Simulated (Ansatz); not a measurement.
**[SiH$_{3}$···H···H], doublet along the distance Si1-H5**

Starting geometry:

```xyz
6

Si   -0.0857    0.0000    0.0000
H    -0.5806    1.3997    0.0000
H    -0.5806   -0.6999    1.2122
H    -0.5806   -0.6999   -1.2122
H     1.3989    0.0000    0.0000
H     2.7313    0.0000    0.0000
```

From there H5 is moved from one fragment to the other while all else, the fragments' distance too, stays fixed, so the hump isn't the reaction's barrier; atoms are numbered as listed. Energies are in eV, counted from the starting geometry at the same level.

Basis cc-pVTZ; Ansatz 0.2.0. Only valence electrons are correlated (noble-gas cores frozen). R marks a restricted (for open shells ROHF) determinant, U an unrestricted one. Active spaces: valence = (9e, 9o) chosen from the atoms' valence shells.

For open shells CISD is restricted-active-space CI with the open shells as a complete middle space. Runs in a small pair space aren't shown, since their orbitals change along the scan.

Full CI isn't at hand for all of this; UCCSDT(Q) serves as the reference, and is uncertain by about the last step of the cluster series. The frozen core follows each run's orbitals, which can shift R against U totals by a few meV.

| distance Si1-H5 (Å) | UCCSDT(Q) | error RHF | error UMP2 | error CISD | error RCCSDT | error RCCSDT(Q) | error NEVPT2 (valence space) |
| --- | --- | --- | --- | --- | --- | --- | --- |
| 1.485 | 0.000 | 0.000 | 0.000 | 0.000 | 0.000 | 0.000 | 0.000 |
| 1.569 | 0.002 | 0.105 | 0.033 | 0.027 | 0.000 | 0.000 | -0.001 |
| 1.736 | 0.013 | 0.384 | 0.108 | 0.080 | 0.001 | 0.000 | -0.006 |
| 1.904 | -0.207 | 0.389 | 0.111 | 0.071 | 0.001 | 0.001 | -0.005 |
| 2.072 | -0.426 | 0.228 | 0.061 | 0.031 | 0.001 | 0.001 | 0.002 |

Errors are those of relative energies. In total energy the starting point itself misses UCCSDT(Q) by: RHF 5.130, UMP2 1.007, CISD 0.428, RCCSDT 0.003, RCCSDT(Q) 0.000, NEVPT2 (valence space) 1.114 eV.

Spread of the error over the points with a reference, to 2.072 Å (largest less smallest): RCCSDT(Q) 0.001, RCCSDT 0.001, NEVPT2 (valence space) 0.008, CISD 0.080, UMP2 0.111, RHF 0.389 eV.
